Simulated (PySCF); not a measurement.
**Atomic charges against the basis set**

H3O4P.
Geometry (PBE0-D3(BJ)/def2-SVP, Å), atoms numbered from 1 in this order:
```xyz
8
H3O4P angstrom
O     -1.129    0.990    0.632
P     -0.109    0.094    0.052
O     -0.630   -0.990   -1.008
O      1.078    0.801   -0.764
O      0.702   -0.824    1.090
H     -1.357   -0.634   -1.534
H      1.319    1.643   -0.358
H      0.144   -1.062    1.841
```

PBE0 throughout (PySCF), one geometry, spherical d and f functions. Geometry: PBE0-D3(BJ)/def2-SVP, one conformer, isolated molecule. Atoms taken as equivalent share a column and are averaged.

Mulliken charges (e):

```
        basis  functions      O1      P2  O3/O4/O5  H6/H7/H8
       STO-3G         32  -0.529  +1.179    -0.425    +0.209
        6-31G         55  -0.623  +1.334    -0.679    +0.442
     pcSseg-0         55  -0.796  +1.910    -0.789    +0.417
       6-31G*         80  -0.576  +1.176    -0.667    +0.467
     def2-SVP         89  -0.517  +0.981    -0.368    +0.213
      cc-pVDZ         89  -0.484  +0.841    -0.307    +0.188
  aug-cc-pVDZ        146  -0.736  +1.971    -0.541    +0.129
6-311+G(2d,p)        161  -0.586  +1.148    -0.493    +0.306
    def2-TZVP        179  -0.517  +0.809    -0.447    +0.349
      cc-pVTZ        196  -0.504  +0.795    -0.320    +0.223
     IGLO-III        214  -0.624  +1.414    -0.584    +0.321
```

IAO charges (e):

| basis | functions | O1 | P2 | O3/O4/O5 | H6/H7/H8 |
| --- | --- | --- | --- | --- | --- |
| STO-3G | 32 | -0.672 | +1.491 | -0.528 | +0.255 |
| 6-31G | 55 | -0.832 | +1.755 | -0.692 | +0.385 |
| pcSseg-0 | 55 | -0.839 | +1.801 | -0.691 | +0.370 |
| 6-31G* | 80 | -0.903 | +1.976 | -0.740 | +0.382 |
| def2-SVP | 89 | -0.896 | +1.969 | -0.737 | +0.379 |
| cc-pVDZ | 89 | -0.889 | +1.954 | -0.738 | +0.382 |
| aug-cc-pVDZ | 146 | -0.910 | +1.985 | -0.754 | +0.396 |
| 6-311+G(2d,p) | 161 | -0.925 | +2.020 | -0.762 | +0.397 |
| def2-TZVP | 179 | -0.932 | +2.046 | -0.766 | +0.395 |
| cc-pVTZ | 196 | -0.922 | +2.026 | -0.762 | +0.394 |
| IGLO-III | 214 | -0.929 | +2.037 | -0.767 | +0.397 |

Hirshfeld charges (e):

```
        basis  functions      O1      P2  O3/O4/O5  H6/H7/H8
       STO-3G         32  -0.412  +0.741    -0.245    +0.136
        6-31G         55  -0.437  +0.606    -0.257    +0.201
     pcSseg-0         55  -0.433  +0.615    -0.259    +0.198
       6-31G*         80  -0.416  +0.508    -0.233    +0.203
     def2-SVP         89  -0.415  +0.542    -0.238    +0.196
      cc-pVDZ         89  -0.408  +0.528    -0.234    +0.194
  aug-cc-pVDZ        146  -0.409  +0.546    -0.238    +0.192
6-311+G(2d,p)        161  -0.411  +0.535    -0.237    +0.195
    def2-TZVP        179  -0.409  +0.519    -0.234    +0.197
      cc-pVTZ        196  -0.411  +0.529    -0.235    +0.195
     IGLO-III        214  -0.406  +0.527    -0.234    +0.193
```

ESP-fitted charges (e):

| basis | functions | O1 | P2 | O3/O4/O5 | H6/H7/H8 |
| --- | --- | --- | --- | --- | --- |
| STO-3G | 32 | -0.642 | +1.455 | -0.571 | +0.300 |
| 6-31G | 55 | -0.769 | +1.510 | -0.749 | +0.502 |
| pcSseg-0 | 55 | -0.792 | +1.606 | -0.749 | +0.477 |
| 6-31G* | 80 | -0.608 | +0.920 | -0.535 | +0.431 |
| def2-SVP | 89 | -0.648 | +1.064 | -0.549 | +0.411 |
| cc-pVDZ | 89 | -0.608 | +0.940 | -0.512 | +0.401 |
| aug-cc-pVDZ | 146 | -0.630 | +0.929 | -0.498 | +0.399 |
| 6-311+G(2d,p) | 161 | -0.621 | +0.904 | -0.507 | +0.413 |
| def2-TZVP | 179 | -0.628 | +0.924 | -0.511 | +0.413 |
| cc-pVTZ | 196 | -0.616 | +0.891 | -0.493 | +0.402 |
| IGLO-III | 214 | -0.612 | +0.871 | -0.488 | +0.402 |

Which scheme is steadiest as the basis changes?

Largest range over the bases for any column: Hirshfeld 0.23 e, IAO 0.56 e, ESP-fitted 0.73 e, Mulliken 1.18 e. Hirshfeld charges move least and Mulliken charges most, counted in e. Without the minimal STO-3G basis the ranges are Hirshfeld 0.11, IAO 0.29, ESP-fitted 0.73, Mulliken 1.18 e.

How much do the charges still move between the two largest bases, cc-pVTZ and IGLO-III?

At most, over all atoms: Mulliken 0.620 e, IAO 0.010 e, Hirshfeld 0.005 e, ESP-fitted 0.020 e.

What do the same runs give for the total energy, the frontier levels and the dipole moment?

```
        basis  energy (Eh)  HOMO (eV)  LUMO (eV)  μ (D)
       STO-3G    -635.4553      -3.30       6.22   0.54
        6-31G    -643.3993      -9.13       0.10   0.96
     pcSseg-0    -642.4718      -8.94       0.41   0.85
       6-31G*    -643.6725      -8.54       1.07   0.12
     def2-SVP    -643.3665      -8.53       0.87   0.08
      cc-pVDZ    -643.7085      -8.36       0.85   0.11
  aug-cc-pVDZ    -643.7580      -8.87      -0.65   0.36
6-311+G(2d,p)    -643.8514      -8.95      -0.48   0.25
    def2-TZVP    -643.8992      -8.84       0.22   0.25
      cc-pVTZ    -643.8754      -8.72       0.33   0.32
     IGLO-III    -643.8972      -8.88      -0.07   0.35
```

The dipole is fixed by the density alone, so its range of 0.88 D shows that the density itself changes with the basis, not only its division among atoms.
